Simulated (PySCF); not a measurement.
**Broadened absorption spectrum of 3-methyl-1-butanol**

Compound: 3-methyl-1-butanol, C₅H₁₂O.
Geometry (GFN2-xTB, Å), atoms numbered from 1 in this order:
```xyz
18
C5H12O angstrom
C     -1.4022   -1.4018    0.5129
C     -0.6196   -0.3695   -0.2978
C     -1.4255    0.9227   -0.4086
C      0.7464   -0.1348    0.3537
C      1.6731    0.7632   -0.4666
O      2.9551    0.8780    0.1062
H     -2.3668   -1.5993    0.0511
H     -1.5744   -1.0342    1.5222
H     -0.8550   -2.3397    0.5778
H     -0.4581   -0.7674   -1.3069
H     -2.4166    0.7123   -0.8049
H     -1.5386    1.3822    0.5708
H     -0.9395    1.6337   -1.0710
H      0.6102    0.3075    1.3429
H      1.2399   -1.1033    0.4882
H      1.7472    0.3778   -1.4952
H      1.2900    1.7840   -0.5070
H      3.3259   -0.0052    0.2138
```

Level of theory: PySCF, TDDFT wB97X-D/def2-SVPD, vertical, gas phase, core orbitals frozen in the response.

Broadening: Gaussians 0.25 eV wide at half height, area fixed by f = 4.319×10⁻⁹ ∫ε dν̃. The width is an assumption, not a result. The curve ends short of the highest state used, and states not computed would add to its high-energy end.

E (eV), ε (L mol⁻¹ cm⁻¹) and a bar:
```
     6.87          1 
     6.93          9 
     6.99         42 
     7.04        118 #
     7.10        304 ##
     7.16        569 ####
     7.21        751 #####
     7.27        782 #####
     7.33        591 ####
     7.38        367 ##
     7.44        155 #
     7.50         47 
     7.55         14 
     7.61          2 
     7.66          0 
     7.72          0 
     7.78          0 
     7.83          0 
     7.89          0 
     7.95          0 
     8.00          0 
     8.06          1 
     8.12         11 
     8.17         51 
     8.23        224 #
     8.29        723 #####
     8.34       1504 ##########
     8.40       2720 ##################
     8.46       3636 #######################
     8.51       3781 ########################
     8.57       3400 ######################
     8.63       3138 ####################
     8.68       3366 ######################
     8.74       4042 ##########################
     8.80       4641 ##############################
     8.85       4643 ##############################
```

(1) Where are the band maxima, and which computed states make them?

(2) Coming from long wavelengths, where does ε first pass 100 L mol⁻¹ cm⁻¹?

(3) Does any computed singlet lie in the visible range?

## Answers

(1) 171 nm (7.25 eV), ε about 800, made up of S1 (100%); 146 nm (8.50 eV), ε about 3800, made up of S2 (93%); 140 nm (8.83 eV), ε about 4700, made up of S3 (18%), S4 (14%) and S5 (67%) (ε in L mol⁻¹ cm⁻¹; maxima over ε = 5, shares over 10%). The states used: S1 7.25 eV (f 0.0074); S2 8.48 eV (f 0.033); S3 8.70 eV (f 0.015); S4 8.79 eV (f 0.0067); S5 8.87 eV (f 0.032); S6 9.28 eV (f 0.0058); S7 9.35 eV (f 0.019); S8 9.45 eV (f 0.091).

(2) At about 176 nm (7.03 eV), 0.22 eV below S1.

(3) No computed singlet lies in the visible range (380 to 750 nm); the lowest, at 171 nm, stands 3.98 eV above its violet end (3.26 eV).

Time: 53 s wall. Hardware: an x86-64 server with one thread, no GPU (shared host).

One conformer stands for the species.
